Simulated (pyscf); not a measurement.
Elementary routes open to HO–BH–OH (SMILES OBO) + H₂C=CH₂ (SMILES C=C) in the gas phase (singlet surface):
A. H₃C–CH₂–O–BH–OH (SMILES CCOBO) (H–O broken; C–O, C–H formed)
B. H₃C–CH₂–B(OH)–OH (SMILES CCB(O)O) (B–H broken; B–C, C–H formed)

Single points on ωB97X-D3(BJ)/def2-SVP structures (PySCF, gas phase).

Problem. Rank the routes by free-energy barrier at 900 K, lowest first, for ωB97M-D3(BJ)/def2-TZVP energies (ideal gas, 1 atm, RRHO with modes under 100 cm⁻¹ raised to 100, one conformer, R ln 2 for chiral ones without a mode under 150 cm⁻¹).

Solution. B (70.4 kcal/mol), A (81.3 kcal/mol)

Route B is the fastest of these, ahead of the next by 10.9 kcal/mol. The most stable products are those of B (ΔG = 0.0 kcal/mol), so kinetics and thermodynamics agree. At 298 K B is still the fastest. Only these routes are compared; each barrier is that of the saddle found, and lower ones may exist.
